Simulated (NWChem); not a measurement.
**One shape, several levels: Si2H5O− (SMILES [SiH2-]O[SiH3])**

Wanted: a comparison of 4 runs (HF/STO-3G, HF/3-21G, B3LYP/6-31G*) of Si2H5O−. 

The calculation is run with NWChem 7.3.0.

**1. Starting point**

The species is Si2H5O− (8 atoms), meant as a singlet with charge -1. SMILES: `[SiH2-]O[SiH3]`. Geometry: relaxed at GFN2-xTB. This is one conformer, not always the lowest.

Bond lengths: Si1–O2 1.766 Å, O2–Si3 1.558 Å, Si1–H4 1.507 Å, Si1–H5 1.507 Å, Si3–H6 1.483 Å, Si3–H7 1.485 Å, Si3–H8 1.480 Å. Angles: Si1–O2–Si3 143.9°, O2–Si1–H4 98.3°, O2–Si1–H5 98.6°, O2–Si3–H6 108.8°, O2–Si3–H7 110.1°, O2–Si3–H8 117.3°, H4–Si1–H5 98.0°, H6–Si3–H7 108.0°, H6–Si3–H8 106.2°, H7–Si3–H8 106.0°.

**2. Energy and gradient at HF/STO-3G (run 1)**

File run.py:

```python
from ase import Atoms
from ase.calculators.nwchem import NWChem

system = Atoms(['Si', 'O', 'Si', 'H', 'H', 'H', 'H', 'H'], positions=[
    [-1.594570, 0.686780, -1.042090],
    [-0.672910, -0.455190, -0.059600],
    [0.689930, -0.684420, 0.659530],
    [-0.565370, 0.928600, -2.116000],
    [-1.346610, 1.932410, -0.231050],
    [1.223260, -2.009660, 0.261750],
    [0.496230, -0.691210, 2.131730],
    [1.770030, 0.292690, 0.395720],
])

calc = NWChem(
    label='run',
    theory='scf',
    memory='2200 mb',
    basis='STO-3G',
    basispar='spherical bse',
    charge=-1,
    scf={'nopen': '0', 'rhf': None, 'thresh': '1e-08', 'maxiter': '80'},
)
system.calc = calc

forces = system.get_forces()
print(f"energy = {system.get_potential_energy():.6f} eV")
print("forces (eV/A):")
for s, f in zip(system.symbols, forces):
    print(f"{s:2s} {f[0]:10.5f} {f[1]:10.5f} {f[2]:10.5f}")
print("dipole (e A):", system.get_dipole_moment().round(4))
```

Started as:

```bash
$ export ASE_NWCHEM_COMMAND="nwchem PREFIX.nwi > PREFIX.nwo"
$ python run.py
```

Standard output:

```text
energy = -17626.771207 eV
forces (eV/A):
Si   -0.43719   -0.25922   -0.04844
O    -2.42717    0.83581   -1.51906
Si    2.42018   -0.22230    1.22369
H     0.01969    0.20918    0.98268
H     0.64746   -0.58945   -0.49545
H    -0.11061    1.10249    0.68217
H     0.57618   -0.17586   -1.18034
H    -0.68854   -0.90071    0.35476
dipole (e A): [ 1.0129 -0.3587  0.6245]
```

The calculator wrote run.nwi:

```
title "run"

permanent_dir run

scratch_dir run

start run

geometry units angstrom nocenter noautosym noautoz
  Si -1.5945700000000000e+00 6.8677999999999995e-01 -1.0420900000000000e+00
  O  -6.7291000000000001e-01 -4.5518999999999998e-01 -5.9600000000000000e-02
  Si 6.8993000000000004e-01 -6.8442000000000003e-01 6.5952999999999995e-01
  H  -5.6537000000000004e-01 9.2859999999999998e-01 -2.1160000000000001e+00
  H  -1.3466100000000001e+00 1.9324100000000000e+00 -2.3105000000000001e-01
  H  1.2232600000000000e+00 -2.0096599999999998e+00 2.6174999999999998e-01
  H  4.9623000000000000e-01 -6.9120999999999999e-01 2.1317300000000001e+00
  H  1.7700300000000000e+00 2.9269000000000001e-01 3.9572000000000002e-01
end

charge -1

memory 2200 mb

basis spherical bse noprint
   * library STO-3G
end

scf
  nopen 0
  rhf
  thresh 1e-08
  maxiter 80
end

task scf gradient
```

run.nwo:

```text
Northwest Computational Chemistry Package (NWChem) 7.3.0
             --------------------------------------------------------

           Job information
           ---------------

    nwchem branch   = 7.3.0
    use scalapack   = T
    input           = run.nwi
    prefix          = run.
    data base       = run/run.db
    status          = startup
    nproc           =        1

           Memory information
           ------------------

    heap     =     72089596 doubles =      550.0 Mbytes
    stack    =     72089601 doubles =      550.0 Mbytes
    global   =    144179200 doubles =     1100.0 Mbytes (distinct from heap & stack)
    total    =    288358397 doubles =     2200.0 Mbytes
    verify   = yes
    hardfail = no

[... 136 lines left out ...]
 Convergence threshold     :          1.000E-08
[... 12 lines left out ...]
       Final RHF  results
[... 3 lines left out ...]
      One-electron energy =  -1211.751599674950
[... 1 line left out ...]
 Nuclear repulsion energy =    149.321149130312
[... 36 lines left out ...]
                       ROHF Final Molecular Orbital Analysis
[... 188 lines left out ...]
                         RHF ENERGY GRADIENTS

    atom               coordinates                        gradient
                 x          y          z           x          y          z
   1 Si     -3.013300   1.297826  -1.969265    0.008502   0.005041   0.000942
   2 O      -1.271616  -0.860184  -0.112628    0.047201  -0.016254   0.029541
   3 Si      1.303779  -1.293366   1.246331   -0.047065   0.004323  -0.023797
[... 4 lines of this table left out ...]
   8 H       3.344872   0.553104   0.747802    0.013390   0.017516  -0.006899

                 ----------------------------------------
                 |  Time  |  1-e(secs)   |  2-e(secs)   |
                 ----------------------------------------
                 |  CPU   |       0.00   |       0.11   |
                 ----------------------------------------
                 |  WALL  |       0.00   |       0.11   |
                 ----------------------------------------

 Task  times  cpu:        0.9s     wall:        0.9s
 Total times  cpu:        0.9s     wall:        0.9s
```

It took 1.7 s on 1 thread of AMD EPYC 9R45 (Zen 5), shared host; peak memory 0.099 GiB.

**3. Energy and gradient at HF/3-21G (run 2)**

File mol.nw:

```
echo
start mol
memory 2200 mb
charge -1

geometry units angstroms noautosym nocenter noautoz
  Si      -1.594570       0.686780      -1.042090
  O       -0.672910      -0.455190      -0.059600
  Si       0.689930      -0.684420       0.659530
  H       -0.565370       0.928600      -2.116000
  H       -1.346610       1.932410      -0.231050
  H        1.223260      -2.009660       0.261750
  H        0.496230      -0.691210       2.131730
  H        1.770030       0.292690       0.395720
end

basis spherical bse
  Si library 3-21G
  O library 3-21G
  H library 3-21G
end

scf
  singlet
  rhf
  thresh 1e-08
  maxiter 80
  noprint "final vectors analysis"
end

task scf gradient
```

Started as:

```bash
$ nwchem mol.nw > mol.out
```

Standard output:

```text
[...]
  functions       =    45
[...]
  wavefunction    = RHF
[...]
         Total SCF energy =   -652.171829259594
      One-electron energy =  -1210.129681465758
      Two-electron energy =    408.636703075852
 Nuclear repulsion energy =    149.321149130312
        Time for solution =      0.8s
[...]
                         RHF ENERGY GRADIENTS
    atom               coordinates                        gradient
                 x          y          z           x          y          z
   1 Si     -3.013300   1.297826  -1.969265    0.027613   0.022435  -0.000052
   2 O      -1.271616  -0.860184  -0.112628    0.055038  -0.021596   0.035695
   3 Si      1.303779  -1.293366   1.246331   -0.036688   0.017071  -0.025972
   4 H      -1.068394   1.754800  -3.998660   -0.013963  -0.006480   0.009558
   5 H      -2.544724   3.651725  -0.436621   -0.007309  -0.015236  -0.007102
   6 H       2.311626  -3.797707   0.494636   -0.010175   0.007055  -0.003663
   7 H       0.937739  -1.306198   4.028386   -0.006823   0.002160  -0.009333
   8 H       3.344872   0.553104   0.747802   -0.007693  -0.005408   0.000868
[...]
```

Run time: 1.4 s. Hardware: 1 thread of AMD EPYC 9R45 (Zen 5), shared host; peak memory 0.099 GiB.

Run 3 isn't shown in full; the table further down has it.

**4. Energy and gradient at B3LYP/6-31G(d) (Cartesian functions) (run 4)**

File sp.xyz:

```xyz
8
H5OSi2 gradient
Si    -1.594570     0.686780    -1.042090
O     -0.672910    -0.455190    -0.059600
Si     0.689930    -0.684420     0.659530
H     -0.565370     0.928600    -2.116000
H     -1.346610     1.932410    -0.231050
H      1.223260    -2.009660     0.261750
H      0.496230    -0.691210     2.131730
H      1.770030     0.292690     0.395720
```

File sp.nw:

```
start sp
title "H5OSi2 gradient"
memory total 2200 mb
charge -1

geometry noautosym nocenter noautoz
  load format xyz sp.xyz
end

basis cartesian
  * library 6-31G*
end

dft
  xc b3lyp
  grid xfine
  convergence energy 1e-08
  maxiter 100
  mulliken
end

task dft gradient
```

Started as:

```bash
$ nwchem sp.nw > sp.out
```

Standard output:

```text
[...]
          Wavefunction type:  closed shell.
          No. of atoms     :     8
          No. of electrons :    42
[...]
          Charge           :    -1
          Spin multiplicity:     1
[...]
          AO basis - number of functions:    63
[...]
              XC Information
              --------------
                         B3LYP Method XC Potential
                     Hartree-Fock (Exact) Exchange  0.200
                        Slater Exchange Functional  0.800 local
                    Becke 1988 Exchange Functional  0.720 non-local
              Lee-Yang-Parr Correlation Functional  0.810
                  VWN I RPA Correlation Functional  0.190 local
[...]
 d= 0,ls=0.0,diis     1   -657.1755926155 -8.06D+02  2.75D-02  5.70D-01     1.5
[...]
 d= 0,ls=0.0,diis     8   -657.2644788404 -7.96D-10  3.15D-06  3.23D-08     9.6
         Total DFT energy =     -657.264478840397
      One electron energy =    -1214.776997684736
           Coulomb energy =      460.821059754124
    Exchange-Corr. energy =      -52.629690040097
 Nuclear repulsion energy =      149.321149130312
[...]
      Total Density - Mulliken Population Analysis
     ---------------------------------------------
    Atom       Charge   Shell Charges
 -----------   ------   -------------------------------------------------------
    1 Si  14    14.09   2.00  1.99  5.96  1.09  1.57  0.51  0.86  0.11
    2 O    8     8.64   1.99  0.89  2.97  0.88  1.87  0.03
    3 Si  14    13.45   2.00  1.99  5.96  0.98  1.76  0.20  0.31  0.24
    4 H    1     1.18   0.52  0.66
    5 H    1     1.18   0.52  0.66
    6 H    1     1.15   0.52  0.63
    7 H    1     1.16   0.52  0.63
    8 H    1     1.15   0.52  0.62
[...]
  wavefunction    = closed shell
                         DFT ENERGY GRADIENTS
    atom               coordinates                        gradient
                 x          y          z           x          y          z
   1 Si     -3.013300   1.297826  -1.969265    0.025855   0.011961   0.004380
   2 O      -1.271616  -0.860184  -0.112628    0.030791  -0.004007   0.016343
   3 Si      1.303779  -1.293366   1.246331   -0.017789   0.007100  -0.012479
   4 H      -1.068394   1.754800  -3.998660   -0.011440  -0.006491   0.006600
   5 H      -2.544724   3.651725  -0.436621   -0.007006  -0.012406  -0.004443
   6 H       2.311626  -3.797707   0.494636   -0.008037   0.007482  -0.002492
   7 H       0.937739  -1.306198   4.028386   -0.004722   0.002106  -0.009033
   8 H       3.344872   0.553104   0.747802   -0.007652  -0.005745   0.001124
[...]
```

Wall time 13 s (1 thread of AMD EPYC 9R45 (Zen 5), shared host); peak memory 0.14 GiB.

**5. Overview of the runs**

| run | level | iteration cap | module | energy (Eh) | HOMO energy (eV) | LUMO energy (eV) | HOMO–LUMO gap (eV) | wall time |
| --- | --- | --- | --- | --- | --- | --- | --- | --- |
| 1 | HF/STO-3G | 80 | scf | -647.771899 | 2.75 | 18.69 | 15.94 | 1.7 s |
| 2 | HF/3-21G | 80 | scf | -652.171829 | – | – | – | 1.4 s |
| 3 | B3LYP/6-31G* (spherical functions) | 100 | dft | -657.259854 | 0.78 | 4.87 | 4.09 | 13 s |
| 4 | B3LYP/6-31G* (Cartesian functions) | 100 | dft | -657.264479 | 0.78 | 4.82 | 4.04 | 13 s |

**6. Outcome**

```
                                                    quantity          value
                                         run 4: total energy  -657.26448 Eh
                                          run 4: HOMO energy        0.78 eV
                                          run 4: LUMO energy        4.82 eV
run 4: HOMO–LUMO gap (to an unbound level, set by the basis)        4.04 eV
                             run 4: largest force on an atom     1.804 eV/Å
```

What this shows: Over runs 1, 3, 4 the HOMO–LUMO gap runs from 4.04 eV (B3LYP/6-31G*) to 15.94 eV (HF/STO-3G). The two ends differ in method and basis. The empty levels of an anion lie above zero and hang on the basis. In runs 1, 3, 4 the HOMO lies above zero, so the outermost electron may be held by the basis alone. In run 1 the basis is minimal, so the values are rough. All runs together took 28 s, the longest 13 s.
